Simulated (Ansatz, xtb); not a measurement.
C4H10N+: 9 structures ranked

9 gas-phase structures of C4H10N+, from a drawn sample of its isomers (lower ones may exist). Each was relaxed with GFN2-xTB; where two conformers were screened, the lower at r2SCAN-D4/def2-SVP is listed:

A. `[NH3+]C1CCC1`, a singlet
B. `C=[N+](C)CC`, a singlet
C. `C=CC[NH2+]C`, a singlet
D. `CC1C[NH2+]C1`, a singlet
E. `C=CCC[NH3+]`, a singlet
F. `C=C(C)C[NH3+]`, a singlet
G. `C[NH2+]C1CC1`, a singlet
H. `C[NH+]1CCC1`, a singlet
I. `[NH3+]CC1CC1`, a singlet

**Question.** Which do you expect lowest at r2SCAN-D4/def2-SVP, and how would the others follow?

**Answer.** Calculated order at r2SCAN-D4/def2-SVP: F (0.0), B (2.2), E (3.9), D (5.9), A (7.1), I (9.1), H (13.8), C (18.8), G (27.5) kJ/mol. Less than 1 kcal/mol parts F and B; B and E; E and D; D and A; A and I, so the order within those pairs means little.

Energies above the lowest of each column, in kJ/mol; the last columns are at B3LYP-D3(BJ)/def2-SVP geometries and were run for some of them only (a dash: not run or not comparable):

```
structure  GFN2-xTB  HF/STO-3G  r2SCAN-D4/def2-SVP  B3LYP-D3(BJ)/def2-SVP  CCSD(T)/def2-SVP + ΔMP2/def2-TZVPP
        F      84.8      135.1                 0.0                    6.5                                 4.0
        B       5.9       93.1                 2.2                    0.0                                 3.1
        E      92.2      139.2                 3.9                    2.7                                 0.0
        D      19.7        4.7                 5.9                   12.6                                12.5
        A      35.4       30.2                 7.1                   17.4                                15.9
        I      73.2      109.6                 9.1                   29.1                                   –
        H       0.0        0.0                13.8                      –                                   –
        C      82.3      123.8                18.8                      –                                   –
        G      56.3      105.9                27.5                      –                                   –
```

CCSD(T)/def2-SVP + ΔMP2/def2-TZVPP puts E lowest of those it was run on, with B and F within 1 kcal/mol; GFN2-xTB picks H, HF/STO-3G picks H. CCSD(T)/def2-SVP + ΔMP2/def2-TZVPP orders those it was run on as E (0.0), B (3.1), F (4.0), D (12.5), A (15.9) kJ/mol. Less than 1 kcal/mol parts E and B; B and F; D and A, so the order within those pairs means little. Flexible structures stand in one conformer each, not always the lowest. Frequencies (GFN2-xTB) were run for A, B, D, E, F alone. ΔMP2 is the change of the MP2 energy from the smaller to the larger basis.

Over these structures GFN2-xTB departs from r2SCAN-D4/def2-SVP by 31.1 kJ/mol on average once a common shift is removed. A GFN2-xTB relaxation took about 0.17 s and the r2SCAN-D4/def2-SVP energy about 2.5 s on a shared host (Ansatz 0.2.0, xtb 6.7.1).
